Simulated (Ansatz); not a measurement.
## Ansatz (development build ahead of 0.2.0) run

```yaml
crystal:
  periodic: [false, false, false]
  atoms:
    - { symbol: Li, position_ang: [0.0, 0.0, 0.0] }
    - { symbol: B, position_ang: [1.11302, 1.48402, 3.213] }
basis:
  gaussian: { orbitals: "6-31G" }
hamiltonian:
  xc: hf
correlation:
  method: fci
  frozen_orbitals: { B: 1, Li: 0 }
```

The input is written out in the form of the current development build from the run's settings.

Results

```yaml
Converged: yes
Total_energy: -32.00441 hartree
State: lowest singlet root, of any spatial symmetry
```
